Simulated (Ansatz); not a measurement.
## Smallest direct gap on the k points sampled of antifluorite Mg2Si at several levels of theory

No measured value is used here.

```tsv
level (code)	value (eV)
LDA (Ansatz)	1.74
BLYP (Ansatz)	1.95
PBE (Ansatz)	1.89
PBEsol (Ansatz)	1.82
RPBE (Ansatz)	2.00
B3LYP (VWN-RPA form) (Ansatz)	2.96
HSE06 (Ansatz)	?
PBE0 (Ansatz)	?
Hartree–Fock (Ansatz)	?
G0W0@HSE06 (Ansatz)	2.65
G0W0@PBEsol (Ansatz)	2.34
```

Complete the blanks.


- HSE06 (Ansatz, a program for electronic structure), value (eV): 2.50
- PBE0 (Ansatz), value (eV): 3.11
- Hartree–Fock (Ansatz), value (eV): 7.64

At these levels the smallest gap is indirect and lower: LDA 0.16, BLYP 0.42, PBE 0.21, PBEsol 0.13, RPBE 0.24, B3LYP (VWN-RPA form) 1.27, HSE06 0.57, PBE0 1.16, Hartree–Fock 4.87, G0W0@HSE06 0.82, G0W0@PBEsol 0.63 eV. Computed values are for a static lattice.  G0W0@HSE06: GW on a hybrid start was not checked against another program. Values are at the measured cell. Cutoffs and k meshes differ between the levels. Ansatz's density-functional and Hartree–Fock values are scalar-relativistic unless marked +SOC, with PAW data made under PBE.
